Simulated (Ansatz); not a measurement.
```yaml
crystal:
  periodic: [false, false, false]
  atoms:
    - {symbol: C, position_ang: [2.691997, -2.096306, 0.944437]}
    - {symbol: C, position_ang: [1.083333, -0.827290, 0.363395]}
    - {symbol: C, position_ang: [-0.976477, 0.529578, -0.412545]}
    - {symbol: C, position_ang: [-2.716852, 2.178459, -1.187546]}
    - {symbol: H, position_ang: [4.290580, -3.296269, 1.615633]}
    - {symbol: H, position_ang: [-4.144588, 3.289803, -1.699257]}
basis:
  gaussian: {orbitals: aug-cc-pVTZ}
hamiltonian: {xc: {name: HF}}
correlation: {method: mp2, electrons: all}
```

```sh
$ ansatz run in.yaml --threads 4 --pin off --events-out ev --progress --plain --max-ram 10444MiB
```

It prints (some lines left out):

```
Functional definition: HF
1359 factors; integrals over basis functions are off by at most 9.0e-4 eV
mean field evaluation 1: about -4106.0620 eV, gradient 4.2e1 eV
mean field evaluation 2: about -4106.0626 eV, gradient 4.2e1 eV
mean field evaluation 4: about -4114.3013 eV, gradient 1.6e1 eV
mean field evaluation 8: about -4116.8340 eV, gradient 3.2e0 eV
mean field evaluation 16: about -4117.6055 eV, gradient 1.7e0 eV
mean field evaluation 32: about -4117.8337 eV, gradient 1.6e-4 eV
mean field -4117.83366620 eV, -151.3275960649 hartree, gradient 2.4e-8 eV, S^2 0.000000; 13 other end points of the search recorded, 0 dependent functions left out; unrestricted orbitals would lower it
unrestricted determinant -4129.61735045 eV, -151.7606384737 hartree, S^2 4.4884
reference -4117.83366620 eV, -151.3275960649 hartree; 13, 13 occupied and 217, 217 virtual orbitals, 1359 factors
second order -20.54359911 eV of doubles, -0.00000000 eV of singles
Total energy: -4138.37726531 eV, -152.0825594072 hartree
```

(1) What is wrong with this run?

## Answers

(1) The coordinates are in bohr but typed as ångström. The calculation finished and met its thresholds. The result belongs to that input, not to the molecule as meant.
